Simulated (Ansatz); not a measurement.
Ansatz (a program for electronic structure) input (CCSD(T)/STO-3G):

Ansatz 0.2 input:
```yaml
crystal:
  periodic: [false, false, false]
  atoms:
    - {symbol: B, position_ang: [-0.13507983, -0.08356759, -0.00055119]}
    - {symbol: F, position_ang: [-1.20106340, -0.74304188, -0.00490091]}
    - {symbol: F, position_ang: [0.15531140, 1.17784433, -0.42166963]}
    - {symbol: F, position_ang: [1.12079636, -0.38837601, 0.42687676]}
basis:
  gaussian:
    orbitals: STO-3G
total_charge: 1
magnetization: {spin_polarized: true, initial_magnetization: 1}
correlation: {method: ccsd_t, electrons: outside_noble_gas}
```

Output:

```
Functional definition: HF
integrals: 0.00 GiB planned
284 factors; integrals over basis functions are off by at most 3.4e-5 eV
mean field: 0.05 GiB planned
mean field evaluation 1: about -8657.0273 eV, gradient 2.1e1 eV
mean field evaluation 2: about -8657.0915 eV, gradient 2.1e1 eV
mean field evaluation 4: about -8660.2084 eV, gradient 1.7e0 eV
mean field evaluation 8: about -8660.3357 eV, gradient 6.8e-2 eV
mean field evaluation 16: about -8660.3326 eV, gradient 2.9e-4 eV
mean field evaluation 32: about -8660.5287 eV, gradient 1.0e-6 eV
mean field evaluation 64: about -8659.8069 eV, gradient 1.3e0 eV
mean field evaluation 96: about -8660.5287 eV, gradient 4.7e-2 eV
mean field evaluation 128: about -8659.8360 eV, gradient 3.7e-2 eV
mean field evaluation 160: about -8658.7223 eV, gradient 1.2e1 eV
mean field evaluation 192: about -8658.2330 eV, gradient 1.3e-1 eV
mean field evaluation 224: about -8658.2305 eV, gradient 1.4e-1 eV
mean field evaluation 256: about -8658.2045 eV, gradient 5.2e-1 eV
mean field evaluation 288: about -8658.2291 eV, gradient 1.9e-1 eV
mean field evaluation 320: about -8660.3326 eV, gradient 3.5e-6 eV
mean field evaluation 352: about -8658.2620 eV, gradient 6.7e-1 eV
mean field evaluation 384: about -8658.2065 eV, gradient 4.7e-1 eV
mean field evaluation 416: about -8658.2234 eV, gradient 1.6e-1 eV
mean field evaluation 448: about -8658.1510 eV, gradient 2.1e-4 eV
mean field evaluation 480: about -8659.9969 eV, gradient 4.0e-4 eV
mean field -8660.52874886 eV, -318.2685612032 hartree, gradient 1.3e-6 eV, S^2 0.756456; 17 other end points of the search recorded, 0 dependent functions left out
determinant -8660.52874886 eV, -318.2685612032 hartree, with singles and doubles -8664.03566159 eV, -318.3974378690 hartree
determinant -8660.33262225 eV, -318.2613536834 hartree, with singles and doubles -8664.20858612 eV, -318.4037927283 hartree
determinant -8659.99689949 eV, -318.2490160994 hartree, with singles and doubles -8663.47472647 eV, -318.3768238839 hartree
determinant -8659.83605490 eV, -318.2431051698 hartree, with singles and doubles -8663.70532425 eV, -318.3852981959 hartree
determinant -8658.15103879 eV, -318.1811819699 hartree, with singles and doubles -8662.53478867 eV, -318.3422818065 hartree
determinant -8657.83219229 eV, -318.1694645771 hartree, with singles and doubles -8662.17964373 eV, -318.3292304710 hartree
determinant -8660.52874886 eV, -318.2685612032 hartree, with singles and doubles -8664.15143304 eV, -318.4016923915 hartree
determinant -8660.33262225 eV, -318.2613536834 hartree, with singles and doubles -8664.22882380 eV, -318.4045364495 hartree
determinant -8659.83605490 eV, -318.2431051698 hartree, with singles and doubles -8663.70615339 eV, -318.3853286660 hartree
4 core orbitals not correlated
reference -8660.33262225 eV, -318.2613536834 hartree; 12, 11 occupied and 4, 5 virtual orbitals, 284 factors
second order -3.18754798 eV of doubles, -0.00000000 eV of singles
coupled cluster: 0.05 GiB planned
coupled cluster: 0.05 GiB planned
cycle   1  -3.14378056 eV  change   -7.0e-1 eV  update   7.9e-2
cycle   2  -3.80449535 eV  change   -6.6e-1 eV  update   4.6e-2
cycle   3  -3.83643767 eV  change   -3.2e-2 eV  update   1.5e-2
cycle   4  -3.88544067 eV  change   -4.9e-2 eV  update   7.6e-3
cycle   5  -3.87596371 eV  change    9.5e-3 eV  update   5.5e-3
cycle   6  -3.88814726 eV  change   -1.2e-2 eV  update   4.1e-3
cycle   7  -3.89586869 eV  change   -7.7e-3 eV  update   2.5e-3
cycle   8  -3.89334139 eV  change    2.5e-3 eV  update   1.3e-3
cycle   9  -3.89744286 eV  change   -4.1e-3 eV  update   6.8e-4
cycle  10  -3.89592064 eV  change    1.5e-3 eV  update   3.0e-4
cycle  11  -3.89609231 eV  change   -1.7e-4 eV  update   1.4e-4
cycle  12  -3.89620177 eV  change   -1.1e-4 eV  update   6.5e-5
cycle  13  -3.89620109 eV  change    6.8e-7 eV  update   2.3e-5
cycle  14  -3.89619780 eV  change    3.3e-6 eV  update   8.9e-6
cycle  15  -3.89619920 eV  change   -1.4e-6 eV  update   3.1e-6
perturbative correction -0.31058865 eV, -0.0114139222 hartree
WARN: these amplitudes may be one of several solutions (largest doubles amplitude 0.11, level shift 9.13 eV)
Total energy: -8664.53941010 eV, -318.4159502853 hartree
```

The program attaches cautions to this result: other roots.
